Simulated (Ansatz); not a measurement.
**AlH3+ (quartet): from Hartree-Fock to the top rungs, cc-pVTZ**

How much of the correlation energy of AlH3+ (quartet) does each wave-function method recover here?

Computed with Ansatz 0.2.0, Gaussian basis. Level: cc-pVTZ, correlated electrons: outside noble gas.

The runs, in order: UHF; CCSD(T) on ROHF; CCSD(T) on UHF; BCCD(T) on ROHF; CCSDT(Q) on ROHF; CCSDT(Q) on UHF.

**1. What is computed**

The geometry is a PBE0/def2-TZVP stationary point (not a proven minimum) of the parent state, kept for this charge and spin.

4 atoms, charge 1, spin multiplicity 4.

Atoms are counted from 1 here; the program's logs count them from 0.

Bond lengths: Al1–H2 1.590 Å, Al1–H3 1.843 Å, Al1–H4 1.843 Å, H3–H4 0.841 Å. Angles: H2–Al1–H3 101.8°, H2–Al1–H4 101.8°, H3–Al1–H4 26.4°, Al1–H3–H4 76.8°, Al1–H4–H3 76.8°.

In the tables R marks a restricted open-shell determinant and U an unrestricted one; correlation energies count from the lowest restricted Hartree-Fock solution.

**2. UHF**

in.yaml

```yaml
crystal:
  periodic: [false, false, false]
  atoms:
    - {symbol: Al, position_ang: [0.000000, 0.074413, -0.095633]}
    - {symbol: H, position_ang: [0.000000, -1.372409, -0.753982]}
    - {symbol: H, position_ang: [0.420650, -0.309773, 1.656991]}
    - {symbol: H, position_ang: [-0.420650, -0.309773, 1.656991]}
basis:
  gaussian: {orbitals: cc-pVTZ}
total_charge: 1
magnetization: {spin_polarized: true, initial_magnetization: 3}
hamiltonian: {xc: hf}
output: {orbitals: {seedname: orbitals}}
```

The run is started by

```
ansatz run in.yaml --threads 1 --pin off --events-out ev --progress --plain --max-ram 2393MiB
```

Further steps of the session: CCSD(T) on ROHF; CCSD(T) on UHF; BCCD(T) on ROHF; CCSDT(Q) on ROHF; CCSDT(Q) on UHF.

Before running them: what should the planned runs give, taken together? Wanted: correlation energy, UCCSDT(Q); RMP2 from UCCSDT(Q); UMP2 from UCCSDT(Q); RCCSD from UCCSDT(Q); RCCSD(T) from UCCSDT(Q); UCCSD(T) from UCCSDT(Q); RCCSDT(Q) from UCCSDT(Q); T1 diagnostic.

The runs gave:

```
                                      quantity                                                   value
                 correlation energy, UCCSDT(Q)                                              -1.7439 eV
                           RMP2 from UCCSDT(Q)                                            +41.7 kJ/mol
                           UMP2 from UCCSDT(Q)                                            +41.3 kJ/mol
                          RCCSD from UCCSDT(Q)                                             +4.5 kJ/mol
                       RCCSD(T) from UCCSDT(Q)                                             +1.5 kJ/mol
                       UCCSD(T) from UCCSDT(Q)                                             +1.2 kJ/mol
                      RCCSDT(Q) from UCCSDT(Q)                                             +0.2 kJ/mol
levels of the table within 1 kcal/mol (43 meV)  RCCSD(T), UCCSD(T), BCCD(T), RCCSDT, UCCSDT, RCCSDT(Q)
                                 T1 diagnostic                                                   0.022
```

**Reading.** RCCSD(T) lands +1.5 kJ/mol from the yardstick (0.9 % of the correlation energy). These misses are within one basis, not against nature; the frozen cores of restricted and unrestricted runs differ, which can shift their rows.
